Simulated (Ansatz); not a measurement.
**SiH2F2: geometry and frequencies at several levels**

An exercise on one series of results from a longer session: the logs are not shown, and one member is left open.

Computed with Ansatz 0.2.0 (the levels named in each step, unless a step's input says otherwise).

## Starting point

Bond lengths: F1–Si2 1.594 Å, Si2–F3 1.594 Å, Si2–H4 1.443 Å, Si2–H5 1.443 Å. Angles: F1–Si2–F3 103.0°, F1–Si2–H4 107.9°, F1–Si2–H5 107.9°, F3–Si2–H4 107.9°, F3–Si2–H5 107.9°, H4–Si2–H5 120.7°.

Structure file:

```xyz
5

F    -1.2269   -0.5099   -0.0452
Si   -0.0221    0.5276    0.0706
F     1.2651   -0.4010   -0.0768
H    -0.0286    1.0689    1.4080
H    -0.0750    1.3997   -1.0775
```

Set-up of the first run:

input.yaml

```yaml
crystal:
  periodic: [false, false, false]
  atoms:
    - { symbol: F, position_ang: [-1.22687, -0.50989, -0.04515] }
    - { symbol: Si, position_ang: [-0.0221, 0.52759, 0.07061] }
    - { symbol: F, position_ang: [1.26512, -0.40102, -0.07679] }
    - { symbol: H, position_ang: [-0.02862, 1.06893, 1.40799] }
    - { symbol: H, position_ang: [-0.07504, 1.3997, -1.07753] }
basis:
  gaussian: { orbitals: def2-SVP }
hamiltonian:
  xc: pbe
  dispersion: d4
relax:
  f_tol: 0.03
  max_steps: 200
```

Command:

```
ansatz run input.yaml --threads 2 --pin off --max-ram 5120MiB --backend cpu --events-out ev --progress --plain --runs-dir out
```

Among the steps run: A rough first relaxation, PBE-D4/def2-SVP; Relaxation, PBE0-D4/def2-TZVPP; Frequencies, PBE0-D4/def2-TZVPP; Relaxation, PBE-D4/def2-TZVPP; Frequencies, PBE-D4/def2-TZVPP; Relaxation, r2SCAN-D4/def2-TZVPP; Frequencies, r2SCAN-D4/def2-TZVPP; Relaxation, B3LYP-D4/def2-TZVPP; Frequencies, B3LYP-D4/def2-TZVPP; Relaxation, B2PLYP/def2-TZVPP.

One of the session's tables, all rows but one given; the rest of the session is left out.

| level | F1–Si2 (Å) | Si2–F3 (Å) | dipole (D) | highest frequency (cm⁻¹) |
| --- | --- | --- | --- | --- |
| PBE0-D4/def2-TZVPP | 1.5855 | 1.5855 | 1.47 | 2292 |
| PBE-D4/def2-TZVPP | 1.6044 | 1.6044 | 1.43 | 2225 |
| r2SCAN-D4/def2-TZVPP | 1.5867 | 1.5867 | 1.39 | 2288 |
| B3LYP-D4/def2-TZVPP | ? | ? | ? | ? |
| B2PLYP/def2-TZVPP | 1.5887 | 1.5887 | 1.49 | - |

**Question.** Estimate the row for B3LYP-D4/def2-TZVPP.

**Answer.** F1–Si2 (Å): 1.5915; Si2–F3 (Å): 1.5915; dipole (D): 1.51; highest frequency (cm⁻¹): 2295. In the column «F1–Si2 (Å)» it lies between B2PLYP/def2-TZVPP (1.5887) and PBE-D4/def2-TZVPP (1.6044).
